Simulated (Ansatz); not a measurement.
# SiHF (SMILES F[SiH]): B2PLYP/def2-TZVPPD

Aim: the vertical ionisation energy of SiHF at B2PLYP/def2-TZVPPD, from 2 runs. 

The calculation is run with Ansatz 0.2.0.

58 further runs of the same task are left out: 58 set aside as unsound or not needed.

### 1 The molecule

SiHF: 3 atoms, total charge 0, spin state singlet. SMILES: `F[SiH]`. The coordinates come from a PBE0-D4/def2-TZVP relaxation.

Bond lengths: F1–Si2 1.612 Å, Si2–H3 1.541 Å. Angles: F1–Si2–H3 96.3°.

### 2 The energy at B2PLYP/def2-TZVPPD

The input, input.yaml:

```yaml
crystal:
  periodic: [false, false, false]
  atoms:
    - {symbol: F, position_ang: [-1.090200, 0.024400, -0.602300]}
    - {symbol: Si, position_ang: [0.186800, 0.629400, 0.173800]}
    - {symbol: H, position_ang: [0.892400, -0.718600, 0.415300]}
basis:
  gaussian: {orbitals: def2-TZVPPD.json}
hamiltonian: {xc: {name: B2PLYP}}
correlation: {frozen_orbitals: {F: 1, H: 0, Si: 5}}
accuracy: high
output: {orbitals: {seedname: orbitals}}
```

The basis set def2-TZVPPD is read from a file made from the Basis Set Exchange's data (not shown).

Started as:

```console
$ ansatz run input.yaml --threads 1 --pin off --max-ram 3480MiB --events-out events.jsonl --progress --plain --runs-dir runs
```

The program printed:

```text
Warning: RAYON_NUM_THREADS=1 ignored (pool sized by the plan → 1); use --threads N
Functional definition: B2PLYP
  name "B2PLYP"
  parameter a = 0.53
  parameter c = 0.27
  exchange = (1 - a)*b88_x + a*exact_x
  correlation = (1 - c)*lyp_c + c*(mp2_os + mp2_ss)
1560 factors; integrals over basis functions are off by at most 3.9e-9 eV
mean field evaluation 1: about -10602.8219 eV, gradient 3.1e1 eV
mean field evaluation 2: about -10602.8221 eV, gradient 3.1e1 eV
mean field evaluation 4: about -10604.3218 eV, gradient 1.0e0 eV
mean field evaluation 8: about -10604.3263 eV, gradient 1.4e-2 eV
mean field evaluation 16: about -10604.3264 eV, gradient 5.8e-6 eV
mean field -10604.32635062 eV, -389.7018055149 hartree, gradient 3.3e-8 eV, S^2 0.000000; 0 other end points of the search recorded, 0 dependent functions left out
6 core orbitals not correlated: weight in the atoms' cores, before any rotation towards them, 1.000 or more for the frozen orbitals, at most 0.000 for the correlated occupied ones
reference -10604.32637004 eV, -389.7018062285 hartree; 6, 6 occupied and 93, 93 virtual orbitals, 1560 factors
second order -11.64447866 eV of doubles, -0.00000000 eV of singles
Total energy: -10607.47037928 eV, -389.8173464368 hartree
```

Wall time 6.9 s (1 thread of Arm Neoverse V1, shared host); peak memory 0.24 GiB.

### 3 The doublet cation, same level

input.yaml: that of step 2 with these lines changed.

```diff
@@ -9,4 +9,6 @@
 hamiltonian: {xc: {name: B2PLYP}}
+accuracy: high
 correlation: {frozen_orbitals: {F: 1, H: 0, Si: 5}}
-accuracy: high
+total_charge: 1
+magnetization: {spin_polarized: true, initial_magnetization: 1}
 output: {orbitals: {seedname: orbitals}}
```

The basis set def2-TZVPPD is read from a file made from the Basis Set Exchange's data (not shown).

Started as:

```console
$ ansatz run input.yaml --threads 1 --pin off --max-ram 3480MiB --events-out events.jsonl --progress --plain --runs-dir runs
```

The program printed, shortened:

```text
Warning: RAYON_NUM_THREADS=1 ignored (pool sized by the plan → 1); use --threads N
Functional definition: B2PLYP
  name "B2PLYP"
[...]
1560 factors; integrals over basis functions are off by at most 3.9e-9 eV
[...]
mean field -10594.97419308 eV, -389.3581200644 hartree, gradient 5.1e-8 eV, S^2 0.764679; 2 other end points of the search recorded, 0 dependent functions left out
6 core orbitals not correlated: weight in the atoms' cores, before any rotation towards them, 1.000 or more for the frozen orbitals, at most 0.000 for the correlated occupied ones
reference -10594.97421366 eV, -389.3581208205 hartree; 6, 5 occupied and 93, 94 virtual orbitals, 1560 factors
second order -10.83635109 eV of doubles, -0.00000000 eV of singles
Total energy: -10597.90002845 eV, -389.4656425310 hartree
```

It took 11 s on 1 thread of Arm Neoverse V1, shared host; peak memory 0.39 GiB.

### 4 Results

Level: B2PLYP/def2-TZVPPD, 6 core orbitals frozen.

```
                                                                quantity          value
                                              singlet SiHF: total energy  -389.81735 Eh
                         singlet SiHF: HOMO energy (SCF part's orbitals)       -7.99 eV
                         singlet SiHF: LUMO energy (SCF part's orbitals)       -1.48 eV
                       singlet SiHF: HOMO–LUMO gap (SCF part's orbitals)        6.50 eV
                                            doublet cation: total energy  -389.46564 Eh
doublet cation: HOMO energy (SCF part's orbitals) (highest over α and β)      -17.41 eV
 doublet cation: LUMO energy (SCF part's orbitals) (lowest over α and β)      -10.73 eV
                                                    doublet cation: ⟨S²⟩          0.765
                      vertical ionisation energy (to the doublet cation)       9.570 eV
```

In words: The vertical ionisation energy comes to 9.57 eV (923 kJ/mol). −ε(HOMO) before ionisation, 7.99 eV, is 1.58 eV below this ionisation energy.
